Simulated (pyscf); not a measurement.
Optimised with ωB97X-D3(BJ)/def2-SVP in PySCF. Correlated levels are frozen-core, on RHF or UHF. ΔMP2 is the change of the MP2 total energy from the triple- to the quadruple-zeta basis.

Question: How much does it cost (ΔH, 298 K, CCSD(T)/def2-TZVPP + ΔMP2(QZVPP)) to split H₂N–Si(=O)–Cl at its N–Si bond into NH₂• + [O=Si–Cl]•?

Answer: N–Si to NH₂• + [O=Si–Cl]•: 449.1 kJ/mol. The radicals are drawn with the spin at the cut bond; how far it spreads was not checked. The CCSD(T) − MP2 part came from Ansatz, without density fitting, on the same reference.
